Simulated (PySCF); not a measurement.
**Electric properties by functional and basis**

C4H8O.
SMILES: `O1CCCC1`

PySCF, dipoles from the SCF density, polarisabilities from static response with core orbitals frozen. One conformer (not necessarily the lowest) at the PBE0-D3(BJ)/def2-SVP geometry, without solvent, vibrations or thermal averaging.

**Question.** Compare the levels for these properties.

**Answer.** 

| level | μ (D) | error (%) | α (Å³) | anisotropy (Å³) |
| --- | --- | --- | --- | --- |
| LDA/def2-SVPD | 1.806 | +10.8 | 7.99 | 1.35 |
| PBE/def2-SVPD | 1.746 | +7.1 | 7.89 | 1.35 |
| B3LYP/def2-SVPD | 1.822 | +11.8 | 7.64 | 1.25 |
| PBE0/def2-SVPD | 1.810 | +11.0 | 7.56 | 1.24 |
| BHandHLYP/def2-SVPD | 1.887 | +15.8 | 7.35 | 1.16 |
| CAM-B3LYP/def2-SVPD | 1.875 | +15.0 | 7.52 | 1.18 |
| wB97X-D/def2-SVPD | 1.841 | +13.0 | 7.50 | 1.19 |
| LC-wPBE/def2-SVPD | 1.881 | +15.4 | 7.32 | 1.13 |
| HF/def2-SVPD | 1.939 | +18.9 | 7.08 | 1.07 |
| PBE0/6-31G* | 1.752 | +7.5 | 6.45 | 1.11 |
| PBE0/6-31+G* | 1.929 | +18.4 | 7.12 | 1.10 |
| PBE0/def2-SVP | 1.757 | +7.8 | 6.61 | 1.12 |
| PBE0/aug-cc-pVDZ | 1.752 | +7.5 | 7.76 | 1.33 |
| PBE0/def2-TZVP | 1.730 | +6.1 | 7.42 | 1.24 |
| PBE0/def2-TZVPD | 1.745 | +7.0 | 7.73 | 1.30 |

Reference dipole: 1.630 D (measured, gas; NIST CCCBDB Release 22 (SRD 101), experimental dipoles). Reference dipole: 1.630 D (measured, unstated (gas or solution; conformer average); Muller, Mokrushina, Arlt, J. Chem. Eng. Data 57 (2012) 1231, supporting information). Errors are taken against the first value of each kind. The anisotropy is √(½[(α1 − α2)² + (α2 − α3)² + (α3 − α1)²]). For the dipole, the smallest error is 6.1% (PBE0/def2-TZVP) and the largest 18.9% (HF/def2-SVPD). The dipole runs from 1.73 D (PBE0/def2-TZVP) to 1.94 D (HF/def2-SVPD). No reference polarisability is at hand; against PBE0 in the largest diffuse basis at hand (def2-TZVPD) the other PBE0 rows deviate by 6-31G* -17%, 6-31+G* -8%, def2-SVP -14%, def2-SVPD -2%, aug-cc-pVDZ 0%, def2-TZVP -4%. In one basis (def2-SVPD) the functionals order the polarisability from HF (lowest) to LDA (highest), a spread of 13%. With PBE0 the polarisability is 6.83 Å³ without diffuse functions (mean of 6-31G*, def2-SVP and def2-TZVP) and 7.54 Å³ with them (mean of 6-31+G*, def2-SVPD, aug-cc-pVDZ and def2-TZVPD). Measured values can belong to vibrating molecules; the computed ones are for one fixed geometry.
